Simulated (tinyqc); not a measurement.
Worked calculation: Pariser-Parr-Pople SCF with singles CI, for the molecule C1=CC=C1 (SMILES; centres numbered as the heavy atoms are written). One step of it, computed by the program tinyqc.

Task: Iteration 1: orbitals and new P. Diagonalise F (the basis is taken as orthonormal) and form P = 2 sum c c over the lowest orbitals.

F (eV):
```
           1C         2C         3C         4C
1C  -5.255562  -4.205824  -1.026406  -3.246874
2C  -4.205824  -5.934438  -3.246874   1.026406
3C  -1.026406  -3.246874  -5.255562  -4.205824
4C  -3.246874   1.026406  -4.205824  -5.934438
```

pi electrons, sum of z_r less the charge = 4

Give: orbital energies; P after iteration 1.

Result:

orbital energies (eV): -13.0793  -7.2639  -3.9261  1.8893

P after iteration 1:
```
        1C       2C      3C       4C
1C  0.6367   0.7852  0.4551   0.2106
2C  0.7852   1.3633  0.2106  -0.4551
3C  0.4551   0.2106  0.6367   0.7852
4C  0.2106  -0.4551  0.7852   1.3633
```
